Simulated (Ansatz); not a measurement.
AlNH6S, closed shell: a nudged elastic band.

Input (in.yaml):

```yaml
crystal:
  periodic: [false, false, false]
  atoms:
    - {symbol: Al, position_ang: [-0.549875, 0.253334, -0.736973]}
    - {symbol: S, position_ang: [1.148032, 1.691552, -0.963481]}
    - {symbol: H, position_ang: [-0.492226, -1.049537, -1.656335]}
    - {symbol: H, position_ang: [-1.934530, 0.954818, -0.372542]}
    - {symbol: H, position_ang: [-0.000216, 0.175551, 1.775776]}
    - {symbol: N, position_ang: [-0.096626, -0.567183, 1.089868]}
    - {symbol: H, position_ang: [1.937554, 0.816124, -1.606801]}
    - {symbol: H, position_ang: [0.791182, -1.057891, 1.048803]}
    - {symbol: H, position_ang: [-0.803395, -1.216668, 1.421685]}
basis:
  gaussian: {orbitals: def2-SVP}
hamiltonian: {xc: pbe0, dispersion: d4}
neb:
  images: 5
  climbing: true
  max_iterations: 40
  initial_path: idpp
  final_atoms:
    - {symbol: Al, position_ang: [-0.831048, -0.230790, -0.528812]}
    - {symbol: S, position_ang: [1.078682, 1.538215, -0.851457]}
    - {symbol: H, position_ang: [-0.492497, -0.970532, -1.898611]}
    - {symbol: H, position_ang: [-1.960182, 0.886000, -0.403933]}
    - {symbol: H, position_ang: [1.069413, 1.966588, 0.421740]}
    - {symbol: N, position_ang: [-0.366654, -1.075569, 0.977021]}
    - {symbol: H, position_ang: [2.085558, 0.680344, -0.617464]}
    - {symbol: H, position_ang: [0.140634, -1.944510, 1.010795]}
    - {symbol: H, position_ang: [-0.724007, -0.849646, 1.890721]}
```

Command:

```bash
ansatz run in.yaml --threads 2 --pin off --events-out ev --progress --plain --max-ram 4352MiB
```

Output of Ansatz 0.2.0:

```
Functional definition: PBE0
  name "PBE0"
  cite "Adamo & Barone, J. Chem. Phys. 110, 6158 (1999) doi:10.1063/1.478522"
  cite "Perdew, Burke & Ernzerhof, Phys. Rev. Lett. 77, 3865 (1996) doi:10.1103/PhysRevLett.77.3865"
  parent pbe
  parameter a = 0.25
  parameter kappa = 0.804
  parameter beta = 0.06672455060314922
  exchange = (1 - a)*pbe_x(kappa = kappa, mu = beta*pi^2/3) + a*exact_x
  correlation = pbe_c(beta = beta)
828 factors; integrals over basis functions are off by at most 3.4e-4 eV
mean field evaluation 1: about -19003.0638 eV, gradient 4.2e1 eV
mean field evaluation 2: about -19001.8540 eV, gradient 4.8e1 eV
mean field evaluation 4: about -19006.6092 eV, gradient 1.0e0 eV
mean field evaluation 8: about -19006.6253 eV, gradient 8.2e-3 eV
mean field -19006.62532792 eV, -698.4805976478 hartree, gradient 4.1e-5 eV, S^2 0.000000; 0 other end points of the search recorded, 0 dependent functions left out
the calculation of the forces begins
reference -19006.62535506 eV, -698.4805986451 hartree; 21, 21 occupied and 59, 59 virtual orbitals, 828 factors
826 factors; integrals over basis functions are off by at most 1.1e-3 eV
mean field evaluation 16: about -19005.1532 eV, gradient 8.0e0 eV
mean field -19005.36047858 eV, -698.4341152918 hartree, gradient 2.7e-5 eV, S^2 0.000000; 0 other end points of the search recorded, 0 dependent functions left out
the calculation of the forces begins
reference -19005.36050820 eV, -698.4341163805 hartree; 21, 21 occupied and 59, 59 virtual orbitals, 826 factors
WARN: NEB end point (image 0): max|allowed force component| = 2.338e-1 eV/Å (the criterion of neb.relax_end_points is 1.000e-2). That is over neb.f_tol: it is no minimum, so the barrier can be far off. Relax it first
WARN: NEB end point (image 6): max|allowed force component| = 2.887e-1 eV/Å (the criterion of neb.relax_end_points is 1.000e-2). That is over neb.f_tol: it is no minimum, so the barrier can be far off. Relax it first
828 factors; integrals over basis functions are off by at most 1.2e-3 eV
mean field evaluation 32: about -19004.7797 eV, gradient 6.0e0 eV
mean field -19004.89284389 eV, -698.4169300338 hartree, gradient 2.7e-5 eV, S^2 0.000000; 0 other end points of the search recorded, 0 dependent functions left out
the calculation of the forces begins
reference -19004.89287118 eV, -698.4169310367 hartree; 21, 21 occupied and 59, 59 virtual orbitals, 828 factors
828 factors; integrals over basis functions are off by at most 4.2e-4 eV
mean field -19003.02778017 eV, -698.3483902065 hartree, gradient 6.1e-5 eV, S^2 0.000000; 0 other end points of the search recorded, 0 dependent functions left out
the calculation of the forces begins
reference -19003.02780808 eV, -698.3483912321 hartree; 21, 21 occupied and 59, 59 virtual orbitals, 828 factors
828 factors; integrals over basis functions are off by at most 3.8e-4 eV
mean field evaluation 64: about -18964.2429 eV, gradient 1.0e2 eV
mean field -19002.55746598 eV, -698.3311064786 hartree, gradient 6.2e-5 eV, S^2 0.000000; 0 other end points of the search recorded, 0 dependent functions left out
the calculation of the forces begins
reference -19002.55749465 eV, -698.3311075323 hartree; 21, 21 occupied and 59, 59 virtual orbitals, 828 factors
828 factors; integrals over basis functions are off by at most 1.3e-3 eV
mean field evaluation 96: about -19003.0914 eV, gradient 4.8e-5 eV
mean field -19003.09137546 eV, -698.3507272904 hartree, gradient 4.8e-5 eV, S^2 0.000000; 0 other end points of the search recorded, 0 dependent functions left out
the calculation of the forces begins
reference -19003.09140443 eV, -698.3507283547 hartree; 21, 21 occupied and 59, 59 virtual orbitals, 828 factors
831 factors; integrals over basis functions are off by at most 1.1e-3 eV
mean field -19004.39377276 eV, -698.3985895081 hartree, gradient 2.2e-5 eV, S^2 0.000000; 0 other end points of the search recorded, 0 dependent functions left out
the calculation of the forces begins
reference -19004.39380167 eV, -698.3985905707 hartree; 21, 21 occupied and 59, 59 virtual orbitals, 831 factors
NEB iter   1: max|band force component| = 3.808e0 eV/Å  barrier→ = 4.0552 eV  barrier← = 2.7886 eV  Δτ_max = 0.2000 Å  (179 SCF iters)
NEB iter   2: max|band force component| = 3.303e0 eV/Å  barrier→ = 3.1958 eV  barrier← = 1.9293 eV  Δτ_max = 0.2000 Å  (143 SCF iters)
NEB iter   3: max|band force component| = 7.407e0 eV/Å  barrier→ = 2.6380 eV  barrier← = 1.3714 eV  Δτ_max = 0.1009 Å  (137 SCF iters)
NEB iter   4: max|band force component| = 2.346e0 eV/Å  barrier→ = 2.2925 eV  barrier← = 1.0260 eV  Δτ_max = 0.2000 Å  (135 SCF iters)
NEB iter   5: max|band force component| = 1.521e0 eV/Å  barrier→ = 1.4756 eV  barrier← = 0.2091 eV  Δτ_max = 0.1019 Å  (129 SCF iters)
NEB iter   6: max|band force component| = 6.202e-1 eV/Å  barrier→ = 1.3098 eV  barrier← = 0.0433 eV  Δτ_max = 0.2000 Å  (133 SCF iters)
NEB iter   7: max|band force component| = 3.451e-1 eV/Å  barrier→ = 1.2853 eV  barrier← = 0.0188 eV  CI = image 5  Δτ_max = 0.2000 Å  (130 SCF iters)
NEB iter   8: max|band force component| = 1.056e0 eV/Å  barrier→ = 1.2934 eV  barrier← = 0.0269 eV  CI = image 3  Δτ_max = 0.1000 Å  (129 SCF iters)
NEB iter   9: max|band force component| = 6.603e-1 eV/Å  barrier→ = 1.2704 eV  barrier← = 0.0038 eV  CI = image 4  Δτ_max = 0.1900 Å  (129 SCF iters)
NEB iter  10: max|band force component| = 1.492e-1 eV/Å  barrier→ = 1.2675 eV  barrier← = 0.0010 eV  CI = image 4  Δτ_max = 0.1974 Å  (130 SCF iters)
NEB iter  11: max|band force component| = 7.529e-1 eV/Å  barrier→ = 1.2668 eV  barrier← = 0.0002 eV  CI = image 4  Δτ_max = 0.1003 Å  (129 SCF iters)
NEB iter  12: max|band force component| = 1.972e-1 eV/Å  barrier→ = 1.2659 eV  barrier← = -0.0007 eV  CI = image 4  Δτ_max = 0.0594 Å  (125 SCF iters)
NEB iter  13: max|band force component| = 6.041e-2 eV/Å  barrier→ = 1.2657 eV  barrier← = -0.0009 eV  CI = image 4  Δτ_max = 0.0298 Å  (130 SCF iters)
NEB iter  14: max|band force component| = 6.091e-2 eV/Å  barrier→ = 1.2655 eV  barrier← = -0.0010 eV  CI = image 4  Δτ_max = 0.0150 Å  (123 SCF iters)
NEB iter  15: max|band force component| = 3.202e-2 eV/Å  barrier→ = 1.2651 eV  barrier← = -0.0014 eV  CI = image 4  CI's point: of a kind that is not told: the force calls were inconclusive, a negative curvature could not be distinguished from the path's own, the only one lies far off the path, or fixed occupations may fill a level only in part  Δτ_max = 0.0000 Å  (1487 SCF iters)
Total energy: -19005.49489704 eV, -698.4390550793 hartree
Atom 0 at    -0.812009    -0.127022    -0.633001 Å, force    -0.006581     0.005814    -0.011639 eV/Å
Atom 1 at     0.940097     1.842277    -0.144629 Å, force    -0.010996     0.020729    -0.019801 eV/Å
Atom 2 at    -0.228922    -0.573943    -2.049166 Å, force     0.003823    -0.000744     0.004331 eV/Å
Atom 3 at    -2.147432     0.722323    -0.453367 Å, force     0.001951    -0.002402    -0.001320 eV/Å
Atom 4 at     1.061714     0.971847     0.891938 Å, force     0.004584    -0.027645     0.028422 eV/Å
Atom 5 at    -0.264624    -1.070017     0.813656 Å, force    -0.020408     0.026191    -0.023500 eV/Å
Atom 6 at     1.949379     1.259914    -0.827932 Å, force     0.007899    -0.001310    -0.005633 eV/Å
Atom 7 at     0.333017    -1.887717     0.749268 Å, force    -0.002027    -0.002834     0.015944 eV/Å
Atom 8 at    -0.831320    -1.137563     1.653233 Å, force     0.021757    -0.017800     0.013197 eV/Å
Dipole moment:     0.512201    -0.029822     0.294554 e Å

[the SCF lines of later steps are left out]
```

The run took about 3 min on 2 CPU threads of an Arm Neoverse V1 (shared host).
